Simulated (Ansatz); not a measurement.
Frontier orbitals of C₂H₃ClF₂O (`FCOC(F)Cl`).

```
atom    x (Å)    y (Å)    z (Å)
  F1   1.1311  -0.8435   1.3363
  C2   0.4986   0.3410   1.0623
  O3   0.4451   0.5521  -0.3094
  C4  -0.4454  -0.2520  -0.9725
  F5  -1.7181   0.1292  -0.6891
 Cl6  -0.1577  -0.0718  -2.6955
  H7  -0.5002   0.2940   1.5052
  H8   1.0906   1.1577   1.4735
  H9  -0.3440  -1.3067  -0.7106
```

The species carries charge 0 and has multiplicity 1. The structure was optimised at the PBE0-D4/def2-TZVP level. It is one conformer, not always the lowest. Basis def2-TZVPP, Ansatz 0.2.0.

| functional | HOMO (eV) | LUMO (eV) | gap (eV) |
| --- | --- | --- | --- |
| PBE | -7.75 | -0.60 | 7.15 |
| BLYP | -7.61 | -0.52 | 7.09 |
| B97M-V | -8.24 | -0.26 | 7.98 |
| PBE0 | -9.26 | 0.54 | 9.80 |
| BHLYP | -10.64 | 1.61 | 12.25 |
| CAM-B3LYP | -10.71 | 1.64 | 12.35 |
| ωB97M-V | -11.60 | 2.58 | 14.18 |

A quarter of exact exchange (PBE0) shifts PBE's HOMO by −1.52 eV and its LUMO by +1.14 eV; full exchange at long range (ωB97M-V) shifts them by −3.85 and +3.19 eV. The gap opens from 7.15 to 14.18 eV, since occupied levels lose self-interaction and empty ones feel all the electrons. A positive LUMO is unbound and depends on the basis.
